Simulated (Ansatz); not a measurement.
doublet C2H6(+): levels of theory in one basis

```yaml
atoms:
  - { symbol: C, position_ang: [0.0000, 0.1216, -0.7070] }
  - { symbol: C, position_ang: [0.0000, -0.1216, 0.7070] }
  - { symbol: H, position_ang: [0.0000, 1.1494, -1.0532] }
  - { symbol: H, position_ang: [0.8009, -0.5419, -1.2854] }
  - { symbol: H, position_ang: [-0.8009, -0.5419, -1.2854] }
  - { symbol: H, position_ang: [0.0000, -1.1494, 1.0532] }
  - { symbol: H, position_ang: [0.8009, 0.5419, 1.2854] }
  - { symbol: H, position_ang: [-0.8009, 0.5419, 1.2854] }
```

Basis set: cc-pVTZ (spherical functions). Correlated methods keep 2 orbitals frozen. Correlation on ROHF uses semicanonical orbitals with singles. Charge 1, multiplicity 2.

Computed with Ansatz (development build ahead of 0.2.0); each method stands on the lowest determinant of its kind that the runs found.

| method | E − E(ROHF) (eV) | <S²> of the determinant |
| --- | --- | --- |
| ROHF | 0.00 | 0.75 |
| UHF | -0.20 | 0.77 |
| ROHF-MP2 | -9.84 | – |
| UHF-MP2 | -9.77 | 0.77 |

Problem. Is a single determinant a sound starting point here?

Solution. By this sign, yes. Unrestricted orbitals gain 0.20 eV and <S²> is 0.77 against 0.75 for a pure state.

Caution for ROHF-MP2, UHF-MP2: MP2 on this radical cation hangs on the determinant chosen.
